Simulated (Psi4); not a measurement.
**CCSD(T)/6-31G(d) (density fitting with cc-pvdz-jkfit, spherical functions, sweep point 2) run of SiPH5 (SMILES [SiH3]P)**

Aim: the vertical ionisation energy of SiPH5 at CCSD(T)/6-31G* (density fitting with cc-pvdz-jkfit, spherical functions, sweep point 2), from 2 runs. The job is set up through a Python script.

The calculation is run with Psi4 1.11.

2 further runs of the same task are left out: 2 set aside as unsound or not needed.

## (1) The system as given

SiPH5: 7 atoms, total charge 0, spin state singlet. SMILES: `[SiH3]P`. Geometry: relaxed at GFN2-xTB.

Bond lengths: Si1–P2 2.234 Å, Si1–H3 1.462 Å, Si1–H4 1.462 Å, Si1–H5 1.465 Å, P2–H6 1.383 Å, P2–H7 1.383 Å. Angles: Si1–P2–H6 95.7°, Si1–P2–H7 95.8°, P2–Si1–H3 106.9°, P2–Si1–H4 106.8°, P2–Si1–H5 113.1°, H6–P2–H7 92.2°, H3–Si1–H4 111.1°, H3–Si1–H5 109.5°, H4–Si1–H5 109.5°.

## (2) A single-point energy at CCSD(T)/6-31G(d) (density fitting with cc-pvdz-jkfit, spherical functions, sweep point 2)

File h5psi.py:

```python
import psi4

psi4.set_memory(1600000000)
psi4.set_num_threads(1)
psi4.set_output_file('psi4.out', False)

m = psi4.geometry("""
0 1
Si    -1.21099319    -0.68323048    -0.74818037
P      2.00558523    -0.01723430     1.90423922
H     -3.44969504    -1.13939147     0.80566584
H     -0.56487693    -2.91836075    -2.23862626
H     -1.68282001     1.45302931    -2.44466310
H      1.25606316     2.38150845     2.62127690
H      3.64671789     0.92367923     0.10026887
units au
symmetry c1
""")

psi4.set_options({
    'basis': '6-31G*',
    'puream': True,
    'scf_type': 'df',
    'num_frozen_docc': 10,
    'df_basis_scf': 'cc-pvdz-jkfit',
})

result = psi4.energy('ccsd(t)')
print(f'ccsd(t) energy: {result:.10f} Eh')
```

Command:

```
python h5psi.py
```

psi4.out:

```text
[...]
  Running in c1 symmetry.
[...]
  Nuclear repulsion =   91.502975548906178
[...]
  Multiplicity = 1
[...]
  Nalpha       = 17
  Nbeta        = 17
[...]
    Number of basis functions: 46
[...]
   @DF-RHF iter   1:  -632.49169124404932   -4.59293e-01   3.75443e-03 ADIIS/DIIS
[...]
   @DF-RHF iter  10:  -632.53087708803025   -3.29692e-12   6.23068e-09 DIIS
[...]
    Orbital Energies [Eh]
    ---------------------
    Doubly Occupied:
       1A    -79.909486     2A    -68.761222     3A     -7.472219
       4A     -6.128225     5A     -5.365644     6A     -5.365015
       7A     -5.363779     8A     -4.233300     9A     -4.233265
      10A     -4.233099    11A     -0.867766    12A     -0.709558
      13A     -0.541150    14A     -0.505855    15A     -0.488060
      16A     -0.449645    17A     -0.366016
[...]
  @DF-RHF Final Energy:  -632.53087708803025
   => Energetics <=
    Nuclear Repulsion Energy =             91.5029755489061785
    One-Electron Energy =               -1058.0810989874685220
    Two-Electron Energy =                 334.0472463505320206
    Total Energy =                       -632.5308770880303655
[...]
 Multipole Moments:
 ------------------------------------------------------------------------------------
     Multipole            Electronic (a.u.)      Nuclear  (a.u.)        Total (a.u.)
 ------------------------------------------------------------------------------------
 L = 1.  Multiply by 2.5417464519 to convert [e a0] to [Debye]
 Dipole X            :          2.0717793           -2.2444638           -0.1726845
 Dipole Y            :         -0.7042381            0.9415574            0.2373193
 Dipole Z            :          2.3653936           -2.6650463           -0.2996527
 Magnitude           :                                                    0.4194426
[...]
      * MP2 total energy                      = -632.710462882376305
[...]
      * CCSD total energy                     = -632.752024083885544
[...]
      * CCSD(T) total energy                  = -632.757715521221712
```

Standard output:

```text
ccsd(t) energy: -632.7577155212 Eh
```

Run time: 4.2 s. Hardware: 1 thread of Intel Xeon Platinum 8488C (Sapphire Rapids), shared host; peak memory 0.21 GiB.

## (3) The doublet cation, same level

File job.py:

```python
import psi4

psi4.set_memory('1600 MB')
psi4.set_num_threads(1)
psi4.core.set_output_file('run.log', False)

mol = psi4.geometry("""
1 2
Si    -1.21099319    -0.68323048    -0.74818037
P      2.00558523    -0.01723430     1.90423922
H     -3.44969504    -1.13939147     0.80566584
H     -0.56487693    -2.91836075    -2.23862626
H     -1.68282001     1.45302931    -2.44466310
H      1.25606316     2.38150845     2.62127690
H      3.64671789     0.92367923     0.10026887
units bohr
symmetry c1
""")

psi4.set_options({
    'reference': 'uhf',
    'puream': True,
    'scf_type': 'df',
    'num_frozen_docc': 10,
    'df_basis_scf': 'cc-pvdz-jkfit',
    'maxiter': 150,
})

E, wfn = psi4.energy("ccsd(t)/6-31G*", molecule=mol, return_wfn=True)
print(f'ccsd(t)/6-31G* energy: {E:.10f} Eh')
for k, v in sorted(psi4.core.scalar_variables().items()):
    print(f'{k:45s} {v:18.10f}')
```

Command:

```
python job.py
```

run.log:

```text
[...]
  Running in c1 symmetry.
[...]
  Nuclear repulsion =   91.502975548906178
[...]
  Multiplicity = 2
[...]
  Nalpha       = 17
  Nbeta        = 16
[...]
    Number of basis functions: 46
[...]
   @DF-UHF iter   1:  -632.14388438616334   -1.11486e-01   4.68866e-03 DIIS/ADIIS
[...]
   @DF-UHF iter  15:  -632.20841220154875   -3.18323e-12   8.23023e-09 DIIS
[...]
   @S^2 Observed:                7.586067376E-01
[...]
    Orbital Energies [Eh]
    ---------------------
    Alpha Occupied:
       1A    -80.229531     2A    -68.978851     3A     -7.792993
       4A     -6.346559     5A     -5.695621     6A     -5.683342
       7A     -5.682110     8A     -4.453637     9A     -4.450285
      10A     -4.450133    11A     -1.167788    12A     -0.929168
      13A     -0.804282    14A     -0.758040    15A     -0.694803
      16A     -0.683582    17A     -0.682741
    Alpha Virtual:
      18A     -0.089195    19A     -0.086080    20A     -0.041988
      21A     -0.013394    22A     -0.007397    23A      0.081730
      24A      0.135809    25A      0.187200    26A      0.189319
[...]
  @DF-UHF Final Energy:  -632.20841220154875
   => Energetics <=
    Nuclear Repulsion Energy =             91.5029755489061785
    One-Electron Energy =               -1049.3593085309303206
    Two-Electron Energy =                 325.6479207804753173
    Total Energy =                       -632.2084122015487537
  UHF NO Occupations:
  HONO-2 :   15  A 1.9993119
  HONO-1 :   16  A 1.9970983
[...]
 Multipole Moments:
 ------------------------------------------------------------------------------------
     Multipole            Electronic (a.u.)      Nuclear  (a.u.)        Total (a.u.)
 ------------------------------------------------------------------------------------
 L = 1.  Multiply by 2.5417464519 to convert [e a0] to [Debye]
 Dipole X            :          2.9617711           -2.2444638            0.7173073
 Dipole Y            :         -0.6065562            0.9415574            0.3350012
 Dipole Z            :          3.1497204           -2.6650463            0.4846741
 Magnitude           :                                                    0.9282588
[...]
      * MP2 total energy                      = -632.367523543174002
[...]
      * CCSD total energy                     = -632.409957827686071
[...]
      * CCSD(T) total energy                     = -632.415094375104218
```

Wall time 6.3 s (1 thread of Intel Xeon Platinum 8488C (Sapphire Rapids), shared host); peak memory 0.22 GiB.

## (4) What came out

At CCSD(T)/6-31G* (density fitting with cc-pvdz-jkfit, spherical functions, sweep point 2), 10 core orbitals frozen:

| quantity | value |
| --- | --- |
| singlet SiPH5: total energy | -632.75772 Eh |
| singlet SiPH5: HOMO energy (Hartree–Fock orbitals) | -9.96 eV |
| singlet SiPH5: LUMO energy (Hartree–Fock orbitals) | 3.61 eV |
| singlet SiPH5: HOMO–LUMO gap (Hartree–Fock orbitals) | 13.57 eV |
| singlet SiPH5: correlation energy (10 core orbitals frozen) | -226.8 mEh |
| singlet SiPH5: (T) correction | -5.69 mEh |
| singlet SiPH5: T1 diagnostic | 0.013 |
| doublet cation: total energy | -632.41509 Eh |
| doublet cation: HOMO energy (Hartree–Fock orbitals) (highest over α and β) | -18.29 eV |
| doublet cation: LUMO energy (Hartree–Fock orbitals) (lowest over α and β) | -7.69 eV |
| doublet cation: correlation energy (10 core orbitals frozen) | -206.7 mEh |
| doublet cation: (T) correction | -5.14 mEh |
| doublet cation: ⟨S²⟩ of the reference determinant | 0.759 |
| doublet cation: T1 diagnostic | 0.024 |
| vertical ionisation energy (to the doublet cation) | 9.323 eV |

In words: The vertical ionisation energy comes to 9.32 eV (900 kJ/mol). The triples (singlet SiPH5) make up 2.5 % of the correlation energy. The triples (doublet cation) make up 2.5 % of the correlation energy.
